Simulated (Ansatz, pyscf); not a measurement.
H₃C–SH + H atom (H•) → H₂S + methyl (CH₃•), a substitution at S on the doublet surface: C–S broken, H–S formed. Single points on ωB97X-D3(BJ)/def2-SVP structures (PySCF, gas phase). Wave-function energies: Ansatz (a first-principles code), frozen core, RHF or UHF references. In kcal/mol, from the separated reactants.

Cost: rough CPU time of the saddle's run relative to CCSD(T)/cc-pV(D+d)Z, from one job on a shared machine, with the HF step and its search for lower states.

```tsv
level	barrier	reaction energy	cost
ωB97X-D3(BJ)/def2-TZVP	3.46	-13.70	–
PBE0-D3(BJ)/def2-TZVP	0.04	-13.85	–
CCSD(T)/cc-pV(D+d)Z	6.13	-16.89	1
CCSDT(Q)/cc-pV(D+d)Z	?	?	100
CCSD(T)/cc-pV(T+d)Z	3.47	-17.22	11
CCSD(T)/cc-pV(Q+d)Z	?	-16.80	–
```

### Question
What belongs in the gaps?

### Answer

- CCSDT(Q)/cc-pV(D+d)Z, barrier: 5.89
- CCSDT(Q)/cc-pV(D+d)Z, reaction energy: -16.87
- CCSD(T)/cc-pV(Q+d)Z, barrier: 2.92

In cc-pV(D+d)Z, going from CCSD(T) to CCSDT(Q) shifts the barrier by -0.24 and the reaction energy by +0.01 kcal/mol. With HF in the quadruple-zeta basis and the correlation energy extrapolated as X⁻³ from X = 3, 4, CCSD(T) gives 2.59 and -16.41; adding the double-zeta shift gives ΔE‡ = 2.34 and ΔE = -16.39 kcal/mol, without core correlation, relativity or geometry relaxation at these levels. One saddle was located; it need not be the lowest between these sides. The angle at the attacked S is 156°.
